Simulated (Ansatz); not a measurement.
We consider bcc W, described by r²SCAN+rVV10 (PAW; Ansatz, an electronic-structure program).

Run with plane-wave cutoff 560 eV, 24×24×24 k mesh, Fermi–Dirac smearing 0.05 eV, no spin polarisation, scalar-relativistic PAW data made under PBE.

Computed points:

```json
[
 {"V (Å³/atom)": "14.847", "E − E_lowest (meV/atom)": "64.14", "P (GPa)": "22.82"},
 {"V (Å³/atom)": "15.163", "E − E_lowest (meV/atom)": "27.54", "P (GPa)": "14.44"},
 {"V (Å³/atom)": "15.479", "E − E_lowest (meV/atom)": "6.66", "P (GPa)": "6.86"},
 {"V (Å³/atom)": "15.795", "E − E_lowest (meV/atom)": "0.00", "P (GPa)": "0.00"},
 {"V (Å³/atom)": "16.111", "E − E_lowest (meV/atom)": "6.22", "P (GPa)": "-6.21"},
 {"V (Å³/atom)": "16.427", "E − E_lowest (meV/atom)": "24.11", "P (GPa)": "-11.84"},
 {"V (Å³/atom)": "16.743", "E − E_lowest (meV/atom)": "52.53", "P (GPa)": "-16.90"}
]
```

Task: Fit the third-order Birch–Murnaghan equation and give B0 and B′.

Result: V0 = 15.795 Å³/atom, B0 = 326 GPa, B′ = 4.0 (fit to the energies at full precision).

Measured, for comparison: bulk modulus 312 GPa (zero-point energy and finite temperature contributions removed, our sources range from 300 to 328; as tabulated in doi:10.1021/acs.jctc.3c00612); equilibrium volume per atom 15.78 Å³/atom (static lattice: zero-point anharmonic expansion removed; as tabulated in Mejia-Rodriguez and Trickey (2018), arXiv:1807.09216). Computed (rounded) less measured: bulk modulus +4 % (inside the range of the sources held), equilibrium volume per atom +0.1 %.

Spin–orbit coupling is not included.

Cost on a shared machine: roughly 100 core-seconds.
